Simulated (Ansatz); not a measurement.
**CCSD(T) forces**

AlH₃O, singlet, at a displaced guess of a reacting structure.

```
5
angstrom
Al -0.7407 -0.8883 0.4962
H -0.0778 -1.0168 -1.4095
H 0.3480 -0.2056 -1.0860
O -0.0002 0.5970 0.8820
H 0.4586 1.3757 1.0935
```

Computed with Ansatz 0.2.0 (basis: def2-TZVPP); correlated methods freeze the cores.

CCSD(T) forces from the calculation:
```json
{"atom": "Al1", "Fx": "-0.662", "Fy": "-0.199", "Fz (eV/Å)": "1.304"}
{"atom": "H2", "Fx": "1.996", "Fy": "3.355", "Fz (eV/Å)": "0.794"}
{"atom": "H3", "Fx": "-1.314", "Fy": "-3.012", "Fz (eV/Å)": "-1.954"}
{"atom": "O4", "Fx": "-0.640", "Fy": "-1.148", "Fz (eV/Å)": "-0.373"}
{"atom": "H5", "Fx": "0.619", "Fy": "1.003", "Fz (eV/Å)": "0.228"}
```

Root-mean-square difference of the force components from those of CCSD(T): PBE0-D4 0.072; wB97M-V 0.070; r2SCAN-D4 0.108; PBE-D4 0.265; BHLYP-D4 0.189; SPW92 0.420 eV/Å.

The T1 diagnostic stays at or below 0.015. The restricted Hartree–Fock reference is unstable towards an unrestricted one here. These are differences at one structure, and CCSD(T) in triple zeta is itself an approximation.

For scale, one of the runs: CCSD(T)/def2-TZVPP forces, 115 basis functions (an equivalent command: `ansatz run in.yaml --threads 4`). Hardware: 4 CPU threads, shared host. Wall time 5.5 s; peak host memory 0.75 GiB.
